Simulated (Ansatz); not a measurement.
`C/N=C(/O)Cl` at its PBE0-D4/def2-TZVP geometry, where that method's forces vanish. Charge 0, multiplicity 1.

```xyz
9

C     0.4632    0.6152    1.1039
N    -0.1699   -0.4192    0.3393
C    -0.3128   -0.3755   -0.8960
O    -0.9022   -1.3400   -1.6065
Cl    0.1966    0.8991   -1.9694
H     1.3206    0.1947    1.6354
H    -0.2358    0.9808    1.8602
H     0.8029    1.4606    0.4976
H    -1.1626   -2.0157   -0.9644
```

(1) What forces (eV/Å) does r2SCAN-D4/def2-TZVPP give on these atoms in the Gaussian-basis code of Ansatz? (An estimate is asked.)

Results:

(1) The calculation gave: 
```
C1   0.081  0.131  0.110
N2  -0.031 -0.144  0.314
C3   0.009  0.022 -0.005
O4  -0.130 -0.190 -0.247
Cl5  0.077  0.205 -0.212
H6  -0.010  0.010  0.003
H7   0.014 -0.002 -0.001
H8  -0.004 -0.008  0.002
H9  -0.007 -0.023  0.037
```
